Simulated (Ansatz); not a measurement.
Molecule: CF$_{3}$, net charge 0, doublet state. It need not be the lowest isomer of its formula. 
Structure (B3LYP-D3(BJ)/def2-TZVP (Ansatz, a program for electronic structure) minimum search):
```xyz
4

C      0.0017    -0.0026     0.3251
F     -0.0171     1.2604    -0.0619
F      1.0990    -0.6148    -0.0830
F     -1.0831    -0.6438    -0.0717
```
Charge 0, spin multiplicity 2.

Basis-set convergence of Hartree-Fock and CCSD(T) correlation energies (hartree) with Ansatz. Valence correlation only, unless marked. UHF or UKS for open shells. No spin-orbit coupling. No relativistic terms.

```tsv
basis	functions	E(HF)	E(corr, CCSD(T))
aug-cc-pVDZ	92	-336.17181	-0.74524
aug-cc-pVTZ	184	(withheld)	(withheld)
```

Problem. Complete the blanks.

Solution. 
- aug-cc-pVTZ, E(HF): -336.26868
- aug-cc-pVTZ, E(corr, CCSD(T)): -0.93250
